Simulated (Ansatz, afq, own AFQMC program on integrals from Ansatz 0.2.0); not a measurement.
ZrS, singlet in def2-SVP, levels against CCSDT(Q)

```xyz
2

Zr    0.0000    0.0000    0.0000
S     0.0000    0.0000    1.9510
```

Basis def2-SVP with its core potentials. Noble-gas cores (and the filled d shells of Ga–Kr and In–Xe) are frozen. Ansatz 0.2.0 and our own AFQMC program on the same integrals; the CISD trial comes from CCSD amplitudes, and released means the phaseless constraint is let go. Error bars are statistical, one sigma. No spin–orbit coupling. The metal's outer-core s and p shells are frozen, which shifts wave-function levels against functionals.

Determinant: RHF, the one that the program's search chose, which needn't be the lowest solution. The geometry is a point of a scan.

No full CI on the walks' own integrals is used here; CCSDT(Q) serves as the reference and is uncertain by about the last step of the cluster series.

Cautions: no spin-orbit coupling; outer-core shells of the metal frozen; higher spins were not checked; restricted determinant unstable towards unrestricted (UHF 260 meV lower, ⟨S²⟩ 0.77); (T) is large, 6 % of the CCSD correlation; CCSDT(Q) on the UHF determinant differs (40 meV higher), by its state or its frozen core.

The T1 diagnostic is 0.0292. The weight of the determinant in the CISD state is 0.831 and the size of the correlated space is 10 electrons in 40 orbitals.

Reference: CCSDT(Q), correlation energy -6.652 eV. The released energy is read at 3.00 1/Eh, later times being too noisy (meV from the phaseless value at times in 1/Eh: 27 ± 27 at 0.60, 3 ± 27 at 1.20, 7 ± 33 at 2.00, -12 ± 50 at 3.00, -64 ± 106 at 4.20).

| level | E − E(reference) (meV) | share of correlation (%) |
| --- | --- | --- |
| HF | 6652.2 | 0.00 |
| MP2 | 740.5 | 88.87 |
| CCSD | 440.0 | 93.39 |
| CCSD(T) | 37.2 | 99.44 |
| CCSDT | 16.5 | 99.75 |
| ph-AFQMC/HF | 94.2 ± 50.1 | 98.58 |
| ph-AFQMC/CISD | -20.5 ± 26.5 | 100.31 |
| released AFQMC | -32.9 ± 50.3 | 100.49 |

A walk keeps the symmetry of its determinant, which the program's search chose and which needn't be the lowest solution, so a lower state of the same spin and another symmetry isn't excluded. Released energies are given only where the last usable release times agree within the noise; a slower fall can still hide under it.
